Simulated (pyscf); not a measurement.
Thermochemistry of product channels of H₂N–SiH₂–Cl + H atom (H•) on the doublet surface, in eV, from ωB97M-D3(BJ)/def2-TZVP energies (ideal gas, 1 atm, RRHO with modes under 100 cm⁻¹ raised to 100, one conformer, R ln 2 for chiral ones without a mode under 150 cm⁻¹). PySCF, gas phase, ωB97X-D3(BJ)/def2-SVP geometries.

```
products                                         ΔE  ΔH(298 K)  ΔG(600 K)  ΔG(1200 K)
---------------------------------------  ----------  ---------  ---------  ----------
H₂N–SiH₂• + hydrogen chloride (HCl)           +0.45      +0.52      +0.27       +0.07
•HN–SiH₂–Cl + hydrogen (H₂)                   +0.44      +0.36      +0.22       +0.08
H₂N–SiH•–Cl + hydrogen (H₂)              (withheld)      -0.40      -0.58       -0.74
silylamine (H₂N–SiH₃) + Cl atom (Cl•)         +0.90      +1.03      +0.95  (withheld)
HN=SiH₂ + Cl atom (Cl•) + hydrogen (H₂)       +3.41      +3.31      +2.52       +1.75
```

Task: Some entries are withheld; supply them.

Result: 
- H₂N–SiH•–Cl + hydrogen (H₂), ΔE: -0.43
- silylamine (H₂N–SiH₃) + Cl atom (Cl•), ΔG(1200 K): +0.92

These are energies of the channels, which say nothing of barriers. HN=SiH₂ lies 0.79 eV over its isomer H₂N–SiH: [singlet] (electronic energy, ωB97M-D3(BJ)/def2-TZVP). Left out: orbital degeneracy and the spin-orbit lowering of Cl.
